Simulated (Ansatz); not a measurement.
Two structures of CH7Si, doublet, reached by relaxing down either side of one saddle point (PBE0-D4/def2-TZVP). Energies are electronic, without zero-point energy. Ansatz 0.2.0; basis: def2-TZVPP and def2-QZVPP; cores frozen in the correlated methods; orbitals are unrestricted. Extrapolation: Hartree–Fock as exp(−7.88 √X), correlation as X^−2.97. First:

H1  (0.437, 0.084, 0.210)
Si2  (1.739, 0.292, 0.894)
C3  (-2.178, -0.365, -1.120)
H4  (1.715, 1.582, 1.630)
H5  (1.981, -0.817, 1.853)
H6  (2.832, 0.319, -0.111)
H7  (-2.008, -1.431, -1.091)
H8  (-1.842, 0.213, -1.969)
H9  (-2.677, 0.124, -0.297)
(Å)

Second:

```xyz
9
angstrom
H -0.9155 -0.1544 -0.4700
Si 2.0443 0.3360 1.0592
C -1.8732 -0.3108 -0.9675
H 1.9705 1.6466 1.7554
H 2.2635 -0.7745 2.0218
H 3.0864 0.3456 0.0002
H -2.0300 -1.3775 -1.1261
H -1.8714 0.2031 -1.9284
H -2.6748 0.0858 -0.3448
```

Q: Which bonds change from the first to the second?

A: SiH₄ + CH₃ → SiH₃ + CH₄; bonds formed: H1–C3; bonds broken: H1–Si2.

Q: Give the saddle point's structure and its height above each. (Judge from chemistry; the value comes from the calculation.)

A: Computed: 37.0 kJ/mol above the first and 102.5 kJ/mol above the second (CCSD(T) at an estimated basis limit (MP2 extrapolated from triple and quadruple zeta, plus CCSD(T) − MP2 in triple zeta)).
```csv
atom,x (Å),y (Å),z (Å)
H1,-0.0769,-0.0121,-0.0418
Si2,1.3279,0.2218,0.6843
C3,-1.5099,-0.2522,-0.7784
H4,1.3067,1.5209,1.4085
H5,1.5779,-0.8775,1.6546
H6,2.4177,0.2411,-0.3278
H7,-1.5130,-1.3330,-0.8529
H8,-1.3512,0.3010,-1.6962
H9,-2.1792,0.1899,-0.0503
```

The T1 diagnostic stays at or below 0.016. ⟨S²⟩ of the unrestricted Hartree–Fock references: 0.75 to 0.78 (a pure state has 0.75). The end structure is not quite a true minimum (one mode of 36i cm⁻¹).

Radical steps of this kind take place in plasma deposition and etching.

For scale, one of the runs: CCSD(T)/def2-TZVPP, 171 basis functions, launched by `ansatz run in.yaml --threads 2 --pin off --events-out ev --progress --plain --max-ram 4352MiB`. The run took 21 s on 2 CPU threads of an AMD EPYC 9R45 (shared host), with 3.4 GiB of host memory at its peak.
